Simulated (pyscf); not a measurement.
Optimised with ωB97X-D3(BJ)/def2-SVP in PySCF. Correlated levels are frozen-core, on RHF or UHF. ΔMP2 is the change of the MP2 total energy from the triple- to the quadruple-zeta basis.

SMILES: C1CC1
```xyz
9

C     -0.5461    -0.2685    -0.3485
C      0.4898     0.7604    -0.7096
C     -0.6400     0.4658    -1.6577
H     -1.2683    -0.0202     0.4351
H     -0.2544    -1.3230    -0.3684
H      0.4780     1.7143    -0.1736
H      1.4918     0.4115    -0.9772
H     -1.4267     1.2178    -1.7720
H     -0.4127    -0.0850    -2.5754
```
Charge 0, spin multiplicity 1.

Problem. What is the homolytic dissociation enthalpy (298 K, CCSD(T)/def2-TZVPP + ΔMP2(QZVPP)) of the C–H bond of cyclopropane (SMILES C1CC1), to cyclic C₃H₅ (SMILES [CH]1CC1) [doublet] + H•?

Solution. C–H to cyclic C₃H₅ (SMILES [CH]1CC1) [doublet] + H•: 108.5 kcal/mol. cyclopropane lies 6.6 kcal/mol over its isomer H₂C=CH–CH₃, and others may lie lower still (electronic energy, ωB97M-D3(BJ)). cyclic C₃H₅ (SMILES [CH]1CC1) [doublet] lies 28.1 kcal/mol over its isomer •H₂C–CH=CH₂, and others may lie lower still (electronic energy, ωB97M-D3(BJ)). The CCSD(T) − MP2 part came from Ansatz, without density fitting, on the same reference.
